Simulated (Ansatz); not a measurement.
Si3N4 (P31c, No. 159) was calculated with LDA (plane waves, PAW; Ansatz, a first-principles code).

Run with plane-wave cutoff 520 eV, 6×6×6 k mesh, scalar-relativistic PAW data made under PBE.

Computed at the level's own relaxed cell.

Hill averages of the elastic tensor: K = 236.4 GPa, G = 134.2 GPa. Volume 10.317 Å³/atom, mean atomic mass 20.040 u.

Question: Work out the density, the sound velocities of a polycrystal and the elastic Debye temperature at this level.

Answer: ρ = 1.66054 × 20.040/10.317 = 3.225 g/cm³. v_l = √[(K + 4G/3)/ρ] = 11.348 km/s and v_t = √(G/ρ) = 6.451 km/s. The mean follows from 3/v_m³ = 1/v_l³ + 2/v_t³: v_m = 7.171 km/s. Θ_D = (ħ/k_B) v_m (6π²/V)^(1/3) = 76.38 K Å s/km × 7.171 × 1.7905 Å⁻¹ = 981 K, counting all atoms of the cell.

Note: the relaxation could not lower the start's symmetry, so the cell can be a saddle point above a distorted one.
